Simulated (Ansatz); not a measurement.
Compare A (`C=CCC=C`) with its isomer B (`C=C1CC1C`).

Calculated with Ansatz (gas phase, PBE0-D4/def2-TZVP geometries, no zero-point term in ΔE). CCSD(T)/CBS is the MP2 limit (def2-TZVPP, def2-QZVPP) plus CCSD(T) − MP2 in def2-TZVPP, frozen cores. DFT in def2-TZVPP. B3LYP here is the variant with VWN-RPA as its local correlation; programs differ in this. One conformer a species, not always the lowest.

(1) Which is lower in electronic energy at CCSD(T)/CBS, and by how much? (Estimate.)

(2) Give E(B) − E(A) in kJ/mol with r2SCAN-D4, PBE0-D4, CCSD/def2-TZVPP, PBE-D4, CCSD(T)/def2-TZVPP, MP2/def2-TZVPP, B3LYP. (Estimate.)

Largest T1 diagnostic: 0.011.

Results:

(1) The calculation gave: A, by 59.5 kJ/mol.

(2) Ansatz gave: r2SCAN-D4 42.2, PBE0-D4 36.0, CCSD/def2-TZVPP 58.5, PBE-D4 38.4, CCSD(T)/def2-TZVPP 58.7, MP2/def2-TZVPP 47.7, B3LYP 58.6. None reverses the order clearly.

In def2-TZVPP, CCSD(T) changes the Hartree–Fock value by −13.8 kJ/mol (the triples alone add +0.3 kJ/mol) and MP2 by −24.9 kJ/mol.
